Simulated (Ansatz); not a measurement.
Energy needed to pull apart CH2OS (SMILES OC=S), singlet, into free ground-state atoms, from the structure below (displaced at random from a GFN2-xTB minimum); no zero-point or spin–orbit terms; open-shell atoms are treated unrestricted, in their ground-state multiplicity.

O1  (-0.897, -0.425, -0.070)
C2  (0.327, 0.049, 0.120)
S3  (1.282, -0.531, 1.252)
H4  (-1.366, 0.036, -0.790)
H5  (0.667, 0.834, -0.522)
(Å)

Ansatz 0.2.0; basis: def2-TZVPP; cores frozen in the correlated methods.

| method | atomization energy (kJ/mol) |
| --- | --- |
| PBE-D4 | 1914 |
| r2SCAN-D4 | 1845 |
| PBE0-D4 | 1838 |
| r2SCANh-D4 | ? |
| BHLYP-D4 | 1723 |
| wB97M-V | 1841 |
| HF | 1184 |
| MP2 | 1827 |
| CCSD | ? |
| CCSD(T) | 1767 |

What does r2SCANh-D4 give? (Judge from chemistry; the value comes from the calculation.)

Computed: 1820 kJ/mol, which is about 54 kJ/mol more than CCSD(T)/def2-TZVPP.

What does CCSD give? (Judge from chemistry; the value comes from the calculation.)

The calculation gives: 1719 kJ/mol, which is about 48 kJ/mol less than CCSD(T)/def2-TZVPP.

In triple zeta the MP2 and coupled-cluster atomization energies are still short of their basis limit by a few kcal/mol a bond, whereas those of the functionals are nearly converged, so these differences are not deviations from converged CCSD(T).

T1 diagnostic: at most 0.018.

For scale, one of the runs: CCSD(T)/def2-TZVPP forces, 132 basis functions (an equivalent command: `ansatz run in.yaml --threads 4`). Hardware: 4 CPU threads, shared host. Wall time 25 s; peak host memory 1.2 GiB.
